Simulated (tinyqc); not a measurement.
UHF in the sto-3g basis, for H2O, spin multiplicity 3, step by step (part 1 of 2). This run ends on a higher stationary point, not on the lowest solution. Computed by tinyqc, a small Python program that keeps every step (integrals from PySCF). Settings: charge = 0, multiplicity = 3, basis = sto-3g, energy threshold = 1e-08, iteration cap = 55, orthogonalisation = symmetric, start = highest core orbitals, DIIS depth = 0, method = UHF. Command: `OMP_NUM_THREADS=1 python tinyqc.py 24378 24379 out.jsonl` (the two numbers bound the seeds that draw the settings). One thread of a shared host (Intel(R) Xeon(R) Processor @ 2.60GHz), about 0.09 s of CPU time with the checks. Later iterations appear only in the table of the cycle.

## One-electron integrals

Geometry (angstrom):

| atom | x | y | z |
|---|---|---|---|
| O | 0.00000 | 0.00000 | 0.00000 |
| H | 0.00000 | 0.76700 | 0.62400 |
| H | 0.00000 | -0.76700 | 0.62400 |

Basis sto-3g: exponents (1/bohr^2) and contraction coefficients of normalised primitives:

| element | l (shell) | exponent | coefficient |
|---|---|---|---|
| O | s (1) | 130.70932 | 0.15433 |
| O | s (1) | 23.80886 | 0.53533 |
| O | s (1) | 6.44361 | 0.44463 |
| O | s (2) | 5.03315 | -0.09997 |
| O | s (2) | 1.16960 | 0.39951 |
| O | s (2) | 0.38039 | 0.70012 |
| O | p (3) | 5.03315 | 0.15592 |
| O | p (3) | 1.16960 | 0.60768 |
| O | p (3) | 0.38039 | 0.39196 |
| H | s (1) | 3.42525 | 0.15433 |
| H | s (1) | 0.62391 | 0.53533 |
| H | s (1) | 0.16886 | 0.44463 |

Overlap, kinetic and nuclear-attraction integrals over the contracted functions; the nuclear repulsion is the sum of Za Zb / Rab.

nuclear repulsion = 8.9079683 hartree

overlap S, lower triangle:
```
          1O 1s    1O 2s   1O 2px    1O 2py   1O 2pz    2H 1s    3H 1s
1O 1s   1.00000
1O 2s   0.23670  1.00000
1O 2px  0.00000  0.00000  1.00000
1O 2py  0.00000  0.00000  0.00000   1.00000
1O 2pz  0.00000  0.00000  0.00000   0.00000  1.00000
2H 1s   0.05007  0.45432  0.00000   0.29653  0.24125  1.00000
3H 1s   0.05007  0.45432  0.00000  -0.29653  0.24125  0.24453  1.00000
```

kinetic energy T (hartree), lower triangle:
```
           1O 1s    1O 2s   1O 2px    1O 2py   1O 2pz    2H 1s    3H 1s
1O 1s   29.00320
1O 2s   -0.16801  0.80813
1O 2px   0.00000  0.00000  2.52873
1O 2py   0.00000  0.00000  0.00000   2.52873
1O 2pz   0.00000  0.00000  0.00000   0.00000  2.52873
2H 1s   -0.00451  0.11397  0.00000   0.20211  0.16443  0.76003
3H 1s   -0.00451  0.11397  0.00000  -0.20211  0.16443  0.00691  0.76003
```

nuclear attraction V (hartree), lower triangle:
```
            1O 1s      1O 2s    1O 2px     1O 2py     1O 2pz     2H 1s     3H 1s
1O 1s   -61.68883
1O 2s    -7.43644  -10.11070
1O 2px    0.00000    0.00000  -9.95998
1O 2py    0.00000    0.00000   0.00000  -10.09975
1O 2pz   -0.01836   -0.21835   0.00000    0.00000  -10.05249
2H 1s    -1.61704   -3.65868   0.00000   -2.11768   -1.79318  -5.71436
3H 1s    -1.61704   -3.65868   0.00000    2.11768   -1.79318  -1.53254  -5.71436
```

core Hamiltonian H = T + V (hartree), lower triangle:
```
            1O 1s     1O 2s    1O 2px    1O 2py    1O 2pz     2H 1s     3H 1s
1O 1s   -32.68563
1O 2s    -7.60445  -9.30257
1O 2px    0.00000   0.00000  -7.43125
1O 2py    0.00000   0.00000   0.00000  -7.57102
1O 2pz   -0.01836  -0.21835   0.00000   0.00000  -7.52376
2H 1s    -1.62155  -3.54471   0.00000  -1.91557  -1.62875  -4.95433
3H 1s    -1.62155  -3.54471   0.00000   1.91557  -1.62875  -1.52563  -4.95433
```

## Two-electron integrals

Functions are numbered as in S; the eight-fold symmetry (ij|kl) = (ji|kl) = (kl|ij) leaves the list below.

Two-electron integrals (ij|kl) in chemists' order, unique and non-zero (hartree):
```
(11|11) 4.78507    (21|11) 0.74138    (21|21) 0.13687    (22|11) 1.11895
(22|21) 0.25663    (22|22) 0.81721    (31|31) 0.02448    (32|31) 0.03781
(32|32) 0.18052    (33|11) 1.11581    (33|21) 0.25668    (33|22) 0.81702
(33|33) 0.88016    (41|41) 0.02448    (42|41) 0.03781    (42|42) 0.18052
(43|43) 0.04744    (44|11) 1.11581    (44|21) 0.25668    (44|22) 0.81702
(44|33) 0.78527    (44|44) 0.88016    (51|51) 0.02448    (52|51) 0.03781
(52|52) 0.18052    (53|53) 0.04744    (54|54) 0.04744    (55|11) 1.11581
(55|21) 0.25668    (55|22) 0.81702    (55|33) 0.78527    (55|44) 0.78527
(55|55) 0.88016    (61|11) 0.15922    (61|21) 0.02914    (61|22) 0.05427
(61|33) 0.05417    (61|41) 0.00104    (61|42) 0.00195    (61|44) 0.05436
(61|51) 0.00085    (61|52) 0.00159    (61|54) 0.00016    (61|55) 0.05430
(61|61) 0.00629    (62|11) 0.38213    (62|21) 0.08872    (62|22) 0.31217
(62|33) 0.30691    (62|41) 0.00516    (62|42) 0.03919    (62|44) 0.31623
(62|51) 0.00420    (62|52) 0.03189    (62|54) 0.00758    (62|55) 0.31308
(62|61) 0.01925    (62|62) 0.14687    (63|31) 0.00935    (63|32) 0.05418
(63|43) 0.00817    (63|53) 0.00665    (63|63) 0.02108    (64|11) 0.21173
(64|21) 0.04980    (64|22) 0.18712    (64|33) 0.17861    (64|41) 0.01189
(64|42) 0.07646    (64|44) 0.20036    (64|51) 0.00207    (64|52) 0.01813
(64|54) 0.01105    (64|55) 0.18219    (64|61) 0.01129    (64|62) 0.10693
(64|64) 0.09805    (65|11) 0.17225    (65|21) 0.04051    (65|22) 0.15224
(65|33) 0.14531    (65|41) 0.00207    (65|42) 0.01813    (65|44) 0.14971
(65|51) 0.01103    (65|52) 0.06893    (65|54) 0.01176    (65|55) 0.16152
(65|61) 0.00918    (65|62) 0.08700    (65|64) 0.06262    (65|65) 0.07203
(66|11) 0.51735    (66|21) 0.12207    (66|22) 0.49205    (66|33) 0.47208
(66|41) 0.00931    (66|42) 0.09705    (66|44) 0.50776    (66|51) 0.00757
(66|52) 0.07896    (66|54) 0.02903    (66|55) 0.49570    (66|61) 0.02673
(66|62) 0.28960    (66|64) 0.24077    (66|65) 0.19588    (66|66) 0.77461
(71|11) 0.15922    (71|21) 0.02914    (71|22) 0.05427    (71|33) 0.05417
(71|41) -0.00104   (71|42) -0.00195   (71|44) 0.05436    (71|51) 0.00085
(71|52) 0.00159    (71|54) -0.00016   (71|55) 0.05430    (71|61) 0.00619
(71|62) 0.01866    (71|64) 0.00999    (71|65) 0.00891    (71|66) 0.02563
(71|71) 0.00629    (72|11) 0.38213    (72|21) 0.08872    (72|22) 0.31217
(72|33) 0.30691    (72|41) -0.00516   (72|42) -0.03919   (72|44) 0.31623
(72|51) 0.00420    (72|52) 0.03189    (72|54) -0.00758   (72|55) 0.31308
(72|61) 0.01866    (72|62) 0.12015    (72|64) 0.06012    (72|65) 0.06926
(72|66) 0.19574    (72|71) 0.01925    (72|72) 0.14687    (73|31) 0.00935
(73|32) 0.05418    (73|43) -0.00817   (73|53) 0.00665    (73|63) 0.01671
(73|73) 0.02108    (74|11) -0.21173   (74|21) -0.04980   (74|22) -0.18712
(74|33) -0.17861   (74|41) 0.01189    (74|42) 0.07646    (74|44) -0.20036
(74|51) -0.00207   (74|52) -0.01813   (74|54) 0.01105    (74|55) -0.18219
(74|61) -0.00999   (74|62) -0.06012   (74|64) -0.01382   (74|65) -0.03387
(74|66) -0.08631   (74|71) -0.01129   (74|72) -0.10693   (74|74) 0.09805
(75|11) 0.17225    (75|21) 0.04051    (75|22) 0.15224    (75|33) 0.14531
(75|41) -0.00207   (75|42) -0.01813   (75|44) 0.14971    (75|51) 0.01103
(75|52) 0.06893    (75|54) -0.01176   (75|55) 0.16152    (75|61) 0.00891
(75|62) 0.06926    (75|64) 0.03387    (75|65) 0.05603    (75|66) 0.12376
(75|71) 0.00918    (75|72) 0.08700    (75|74) -0.06262   (75|75) 0.07203
(76|11) 0.15178    (76|21) 0.03557    (76|22) 0.13579    (76|33) 0.13257
(76|44) 0.13514    (76|51) 0.00264    (76|52) 0.02382    (76|55) 0.13953
(76|61) 0.00764    (76|62) 0.06361    (76|64) 0.03991    (76|65) 0.04235
(76|66) 0.12985    (76|71) 0.00764    (76|72) 0.06361    (76|74) -0.03991
(76|75) 0.04235    (76|76) 0.03369    (77|11) 0.51735    (77|21) 0.12207
(77|22) 0.49205    (77|33) 0.47208    (77|41) -0.00931   (77|42) -0.09705
(77|44) 0.50776    (77|51) 0.00757    (77|52) 0.07896    (77|54) -0.02903
(77|55) 0.49570    (77|61) 0.02563    (77|62) 0.19574    (77|64) 0.08631
(77|65) 0.12376    (77|66) 0.33888    (77|71) 0.02673    (77|72) 0.28960
(77|74) -0.24077   (77|75) 0.19588    (77|76) 0.12985    (77|77) 0.77461
```

## Orthogonalisation

S = U s U^T; symmetric (Loewdin) form X = U s^(-1/2) U^T, so that X^T S X = 1.

eigenvalues of S: 0.36276  0.44092  0.88355  1.00000  1.09758  1.31455  1.90064

X, lower triangle:
```
           1O 1s     1O 2s   1O 2px    1O 2py    1O 2pz     2H 1s    3H 1s
1O 1s    1.02407
1O 2s   -0.14175   1.22291
1O 2px   0.00000   0.00000  1.00000
1O 2py   0.00000   0.00000  0.00000   1.10039
1O 2pz  -0.00987   0.10450  0.00000   0.00000   1.05433
2H 1s    0.02129  -0.27676  0.00000  -0.21513  -0.14439   1.19026
3H 1s    0.02129  -0.27676  0.00000   0.21513  -0.14439  -0.08753  1.19026
```

## Starting guess

The start is the highest orbitals of the core Hamiltonian (a deliberately bad start); D(s) = C_occ C_occ^T for each spin.

D(alpha) at the start, lower triangle:
```
           1O 1s     1O 2s   1O 2px    1O 2py    1O 2pz     2H 1s    3H 1s
1O 1s    0.06659
1O 2s   -0.32347   1.67966
1O 2px   0.00000   0.00000  1.00000
1O 2py   0.00000   0.00000  0.00000   1.30341
1O 2pz  -0.04102   0.31928  0.00000   0.00000   1.16433
2H 1s    0.08371  -0.66173  0.00000  -0.51161  -0.34059   1.56854
3H 1s    0.08371  -0.66173  0.00000   0.51161  -0.34059  -0.15676  1.56854
```

D(beta) at the start, lower triangle:
```
           1O 1s     1O 2s   1O 2px    1O 2py    1O 2pz     2H 1s    3H 1s
1O 1s    0.01240
1O 2s   -0.07160   0.50899
1O 2px   0.00000   0.00000  1.00000
1O 2py   0.00000   0.00000  0.00000   0.13274
1O 2pz   0.07438  -0.21711  0.00000   0.00000   0.91855
2H 1s    0.04175  -0.46669  0.00000  -0.33301  -0.25122   1.50880
3H 1s    0.04175  -0.46669  0.00000   0.33301  -0.25122  -0.16201  1.50880
```

## Iteration 1: building the Fock matrix

J_ij = sum D_kl (ij|kl) with D = D(alpha) + D(beta), K_ij = sum D_kl (ik|jl) for each spin; F = H + J - K(s); E = tr D H + tr D J / 2 - 0.5 sum_s tr D(s) K(s) + E_nn.

Coulomb J (hartree), lower triangle:
```
          1O 1s    1O 2s   1O 2px    1O 2py   1O 2pz    2H 1s    3H 1s
1O 1s   8.71881
1O 2s   2.00739  6.75084
1O 2px  0.00000  0.00000  6.71271
1O 2py  0.00000  0.00000  0.00000   6.75128
1O 2pz  0.00268  0.14261  0.00000   0.00000  6.78323
2H 1s   0.42469  2.76295  0.00000   1.72145  1.46566  5.07460
3H 1s   0.42469  2.76295  0.00000  -1.72145  1.46566  1.29535  5.07460
```

exchange K(alpha) (hartree), lower triangle:
```
           1O 1s    1O 2s   1O 2px    1O 2py   1O 2pz    2H 1s    3H 1s
1O 1s    0.14445
1O 2s    0.12825  1.34454
1O 2px   0.00000  0.00000  1.17247
1O 2py   0.00000  0.00000  0.00000   1.21871
1O 2pz  -0.00024  0.03490  0.00000   0.00000  1.20000
2H 1s    0.03273  0.54694  0.00000   0.31521  0.26923  0.91983
3H 1s    0.03273  0.54694  0.00000  -0.31521  0.26923  0.24320  0.91983
```

exchange K(beta) (hartree), lower triangle:
```
           1O 1s     1O 2s   1O 2px    1O 2py   1O 2pz    2H 1s    3H 1s
1O 1s    0.05995
1O 2s    0.07273   0.50327
1O 2px   0.00000   0.00000  0.95788
1O 2py   0.00000   0.00000  0.00000   0.17624
1O 2pz  -0.01344  -0.33178  0.00000   0.00000  0.84339
2H 1s    0.01493   0.20828  0.00000   0.12763  0.09606  0.73313
3H 1s    0.01493   0.20828  0.00000  -0.12763  0.09606  0.13579  0.73313
```

F(alpha) (hartree), lower triangle:
```
            1O 1s     1O 2s    1O 2px    1O 2py    1O 2pz     2H 1s     3H 1s
1O 1s   -24.11128
1O 2s    -5.72531  -3.89626
1O 2px    0.00000   0.00000  -1.89102
1O 2py    0.00000   0.00000   0.00000  -2.03845
1O 2pz   -0.01544  -0.11064   0.00000   0.00000  -1.94053
2H 1s    -1.22959  -1.32870   0.00000  -0.50933  -0.43231  -0.79956
3H 1s    -1.22959  -1.32870   0.00000   0.50933  -0.43231  -0.47348  -0.79956
```

F(beta) (hartree), lower triangle:
```
            1O 1s     1O 2s    1O 2px    1O 2py    1O 2pz     2H 1s     3H 1s
1O 1s   -24.02677
1O 2s    -5.66979  -3.05499
1O 2px    0.00000   0.00000  -1.67642
1O 2py    0.00000   0.00000   0.00000  -0.99599
1O 2pz   -0.00225   0.25604   0.00000   0.00000  -1.58393
2H 1s    -1.21179  -0.99004   0.00000  -0.32175  -0.25915  -0.61286
3H 1s    -1.21179  -0.99004   0.00000   0.32175  -0.25915  -0.36608  -0.61286
```

total energy of this density = -28.6672141 hartree

## Iteration 1: diagonalisation and new density

Diagonalise F' = X^T F X, C = X C', fill 6 alpha and 4 beta electrons from the bottom; D(s) = C_occ C_occ^T. Each column has its largest component positive (the first on a tie).

F' = X^T F X (alpha) (hartree), lower triangle:
```
           1         2         3         4         5         6         7
1  -23.79432
2   -2.56476  -2.91461
3    0.00000   0.00000  -1.89102
4    0.00000   0.00000   0.00000  -2.01618
5   -0.00818  -0.08045   0.00000   0.00000  -1.93092
6   -0.23058  -0.41506   0.00000  -0.19111  -0.13794  -0.25470
7   -0.23058  -0.41506   0.00000   0.19111  -0.13794  -0.09364  -0.25470
```

orbital energies (alpha) (hartree): MO1 -24.11132, MO2 -2.74594, MO3 -2.05475, MO4 -1.93016, MO5 -1.89102, MO6 -0.20078, MO7 -0.12248

coefficients C (alpha):
```
            MO1       MO2       MO3       MO4      MO5       MO6       MO7
1O 1s   0.99986  -0.25266   0.00000   0.03420  0.00000   0.07136   0.00000
1O 2s   0.00034   1.10996   0.00000  -0.12706  0.00000  -0.65693   0.00000
1O 2px  0.00000   0.00000   0.00000   0.00000  1.00000   0.00000   0.00000
1O 2py  0.00000   0.00000   1.04636   0.00000  0.00000   0.00000  -0.45666
1O 2pz  0.00042   0.21004   0.00000   1.00697  0.00000  -0.32591   0.00000
2H 1s   0.00058  -0.10920  -0.08530  -0.04625  0.00000   0.83176   0.92486
3H 1s   0.00058  -0.10920   0.08530  -0.04625  0.00000   0.83176  -0.92486
```

F' = X^T F X (beta) (hartree), lower triangle:
```
           1         2         3         4         5         6         7
1  -23.70654
2   -2.62874  -2.00748
3    0.00000   0.00000  -1.67642
4    0.00000   0.00000   0.00000  -0.92418
5   -0.04356   0.31864   0.00000   0.00000  -1.55842
6   -0.23743  -0.32723   0.00000  -0.17857  -0.10101  -0.22656
7   -0.23743  -0.32723   0.00000   0.17857  -0.10101  -0.08522  -0.22656
```

orbital energies (beta) (hartree): MO1 -24.02682, MO2 -1.99206, MO3 -1.67642, MO4 -1.41370, MO5 -0.99858, MO6 -0.15164, MO7 -0.06694

coefficients C (beta):
```
             MO1       MO2      MO3       MO4       MO5       MO6       MO7
1O 1s    1.00031  -0.20672  0.00000  -0.13492   0.00000   0.09085   0.00000
1O 2s   -0.00174   0.88700  0.00000   0.58304   0.00000  -0.74365   0.00000
1O 2px   0.00000   0.00000  1.00000   0.00000   0.00000   0.00000   0.00000
1O 2py   0.00000   0.00000  0.00000   0.00000   0.96957   0.00000  -0.60279
1O 2pz  -0.00036  -0.53088  0.00000   0.85282   0.00000  -0.39395   0.00000
2H 1s    0.00097  -0.02461  0.00000  -0.02695   0.04897   0.83938   0.92750
3H 1s    0.00097  -0.02461  0.00000  -0.02695  -0.04897   0.83938  -0.92750
```

D(alpha) after iteration 1, lower triangle:
```
           1O 1s     1O 2s   1O 2px    1O 2py    1O 2pz    2H 1s    3H 1s
1O 1s    1.06982
1O 2s   -0.33132   1.67972
1O 2px   0.00000   0.00000  1.00000
1O 2py   0.00000   0.00000  0.00000   1.09488
1O 2pz  -0.04147   0.31929  0.00000   0.00000   1.16433
2H 1s    0.08594  -0.66175  0.00000  -0.08926  -0.34059  0.71317
3H 1s    0.08594  -0.66175  0.00000   0.08926  -0.34059  0.69862  0.71317
```

D(beta) after iteration 1, lower triangle:
```
           1O 1s     1O 2s   1O 2px   1O 2py    1O 2pz    2H 1s    3H 1s
1O 1s    1.06157
1O 2s   -0.26377   1.12671
1O 2px   0.00000   0.00000  1.00000
1O 2py   0.00000   0.00000  0.00000  0.00000
1O 2pz  -0.00568   0.02633  0.00000  0.00000   1.00913
2H 1s    0.00969  -0.03755  0.00000  0.00000  -0.00991  0.00133
3H 1s    0.00969  -0.03755  0.00000  0.00000  -0.00991  0.00133  0.00133
```

## Iteration 2: building the Fock matrix

As before.

Coulomb J (hartree), lower triangle:
```
           1O 1s    1O 2s   1O 2px    1O 2py   1O 2pz    2H 1s    3H 1s
1O 1s   17.96189
1O 2s    3.40242  8.43781
1O 2px   0.00000  0.00000  8.44743
1O 2py   0.00000  0.00000  0.00000   8.37620
1O 2pz   0.01073  0.07569  0.00000   0.00000  8.46618
2H 1s    0.72488  3.17738  0.00000   1.87445  1.56395  4.99579
3H 1s    0.72488  3.17738  0.00000  -1.87445  1.56395  1.37893  4.99579
```

exchange K(alpha) (hartree), lower triangle:
```
          1O 1s    1O 2s   1O 2px    1O 2py   1O 2pz    2H 1s    3H 1s
1O 1s   4.93125
1O 2s   0.86113  1.46150
1O 2px  0.00000  0.00000  1.19296
1O 2py  0.00000  0.00000  0.00000   1.20635
1O 2pz  0.00143  0.02634  0.00000   0.00000  1.20666
2H 1s   0.19175  0.54000  0.00000   0.26757  0.23047  0.60596
3H 1s   0.19175  0.54000  0.00000  -0.26757  0.23047  0.30948  0.60596
```

exchange K(beta) (hartree), lower triangle:
```
          1O 1s    1O 2s   1O 2px    1O 2py   1O 2pz    2H 1s    3H 1s
1O 1s   4.89375
1O 2s   0.81811  1.24936
1O 2px  0.00000  0.00000  1.12953
1O 2py  0.00000  0.00000  0.00000   0.29352
1O 2pz  0.00022  0.00447  0.00000   0.00000  1.12909
2H 1s   0.18025  0.43983  0.00000   0.05842  0.19815  0.23109
3H 1s   0.18025  0.43983  0.00000  -0.05842  0.19815  0.18762  0.23109
```

F(alpha) (hartree), lower triangle:
```
            1O 1s     1O 2s    1O 2px    1O 2py    1O 2pz     2H 1s     3H 1s
1O 1s   -19.65499
1O 2s    -5.06316  -2.32625
1O 2px    0.00000   0.00000  -0.17678
1O 2py    0.00000   0.00000   0.00000  -0.40117
1O 2pz   -0.00907  -0.16900   0.00000   0.00000  -0.26424
2H 1s    -1.08842  -0.90733   0.00000  -0.30869  -0.29527  -0.56449
3H 1s    -1.08842  -0.90733   0.00000   0.30869  -0.29527  -0.45618  -0.56449
```

F(beta) (hartree), lower triangle:
```
            1O 1s     1O 2s    1O 2px    1O 2py    1O 2pz     2H 1s     3H 1s
1O 1s   -19.61749
1O 2s    -5.02015  -2.11411
1O 2px    0.00000   0.00000  -0.11335
1O 2py    0.00000   0.00000   0.00000   0.51167
1O 2pz   -0.00786  -0.14713   0.00000   0.00000  -0.18667
2H 1s    -1.07692  -0.80716   0.00000  -0.09955  -0.26295  -0.18962
3H 1s    -1.07692  -0.80716   0.00000   0.09955  -0.26295  -0.33431  -0.18962
```

total energy of this density = -73.9028668 hartree
